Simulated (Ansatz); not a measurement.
```yaml
crystal:
  periodic: [false, false, false]
  atoms:
    - {symbol: Mo, position_ang: [-0.325101, 0.002399, 0.002085]}
    - {symbol: N, position_ang: [1.775787, -0.013106, -0.011387]}
    - {symbol: H, position_ang: [2.081993, -0.991745, -0.008199]}
    - {symbol: H, position_ang: [2.098206, 0.477204, 0.829535]}
    - {symbol: H, position_ang: [2.087297, 0.468285, -0.861524]}
basis:
  gaussian: {orbitals: def2-TZVP}
magnetization: {spin_polarized: true, initial_magnetization: 2}
hamiltonian: {xc: pbe0}
relax: {f_tol: 0.004, max_steps: 80}
```

```sh
$ ansatz run in.yaml --threads 1 --pin off --events-out ev --progress --plain --max-ram 2176MiB
```

Steps of the relaxation (energy above the last step; positions in Å, forces in eV/Å):

```
5
step 1, 15.9 meV
Mo   -0.325    0.002    0.002   -0.295    0.003    0.000
N     1.776   -0.013   -0.011    0.076    0.020   -0.036
H     2.082   -0.992   -0.008    0.081    0.299   -0.001
H     2.098    0.477    0.830    0.076   -0.152   -0.258
H     2.087    0.468   -0.862    0.062   -0.169    0.296
```

```
5
step 2, 1.9 meV
Mo   -0.354    0.003    0.002   -0.037    0.001   -0.001
N     1.768   -0.013   -0.011   -0.077    0.006   -0.008
H     2.095   -0.981   -0.008    0.040    0.098   -0.001
H     2.111    0.471    0.820    0.039   -0.049   -0.085
H     2.099    0.462   -0.851    0.034   -0.055    0.096
```

```
5
step 3, 0.0 meV
Mo   -0.364    0.003    0.001   -0.002    0.000    0.000
N     1.761   -0.013   -0.011   -0.033   -0.001    0.002
H     2.101   -0.974   -0.009    0.011   -0.018    0.000
H     2.117    0.468    0.814    0.011    0.009    0.015
H     2.104    0.459   -0.845    0.012    0.009   -0.016
```

```
5
step 5, 0.0 meV
Mo   -0.365    0.003    0.001    0.000    0.000    0.000
N     1.760   -0.013   -0.011    0.000    0.000    0.000
H     2.102   -0.974   -0.009    0.000    0.000    0.000
H     2.117    0.468    0.814    0.000    0.000    0.000
H     2.104    0.459   -0.845    0.000    0.000    0.000
```

Close pairs at the end: N2–H5 1.018 Å, N2–H4 1.020 Å, N2–H3 1.020 Å, Mo1–N2 2.125 Å.

A stationary point of unrestricted PBE0 after 5 steps, with ⟨S²⟩ = 3.005 against 2.00 for a pure state; no frequencies were run, so it isn't proven a minimum. 3.4 min on 1 thread of Intel Xeon 6975P-C, shared host.
